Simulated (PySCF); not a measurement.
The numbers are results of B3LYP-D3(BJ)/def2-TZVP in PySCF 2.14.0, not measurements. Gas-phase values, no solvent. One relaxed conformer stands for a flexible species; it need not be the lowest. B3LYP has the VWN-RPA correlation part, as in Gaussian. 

Reference species (SMILES): `CC` (neutral, multiplicity 1).

| Item | Value |
|---|---|
| S1 oscillator strength | 0.000 |
| HOMO | -9.41 eV |

Changed species: `CC[S@](C)=O` (C–C–S–O torsion 44°) (X = methylsulfinyl; the reference has X = H).

**Question.** What does the change do to the S1 oscillator strength and HOMO?

**Answer.** the S1 oscillator strength hardly moves; the HOMO increases by 3.04 eV, to -6.37 eV.
